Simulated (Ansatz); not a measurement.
A calculation with Ansatz (development build ahead of 0.2.0).

```yaml
crystal:
  periodic: [false, false, false]
  atoms:
    - { symbol: O, position_ang: [1.97028, 0.01175, -0.02035] }
    - { symbol: H, position_ang: [1.41125, 0.6796, 0.39282] }
    - { symbol: H, position_ang: [2.67928, 0.47834, -0.43325] }
    - { symbol: O, position_ang: [-0.02892, 1.97738, -0.0016] }
    - { symbol: H, position_ang: [-0.69229, 1.41748, -0.41565] }
    - { symbol: H, position_ang: [-0.47038, 2.66829, 0.44558] }
    - { symbol: O, position_ang: [-1.9402, 0.01347, 0.03281] }
    - { symbol: H, position_ang: [-1.4262, -0.70319, 0.44632] }
    - { symbol: H, position_ang: [-2.68575, -0.45538, -0.46499] }
    - { symbol: O, position_ang: [0.00551, -1.953, -0.00251] }
    - { symbol: H, position_ang: [0.70646, -1.45563, -0.40632] }
    - { symbol: H, position_ang: [0.47095, -2.67912, 0.42716] }
basis:
  gaussian: { orbitals: cc-pVDZ }
hamiltonian:
  xc: hf
correlation:
  method: mp2
  frozen_orbitals: { H: 0, O: 1 }
```

The input is written out in the form of the current development build from the run's settings.

The run gave:

| Quantity | Value |
| --- | --- |
| Converged | yes |
| Reference energy | -304.14002 hartree |
| Correlation energy | -0.81830 hartree |
| Total energy | -304.95832 hartree |
| Spin squared of the determinant | 0.000 |
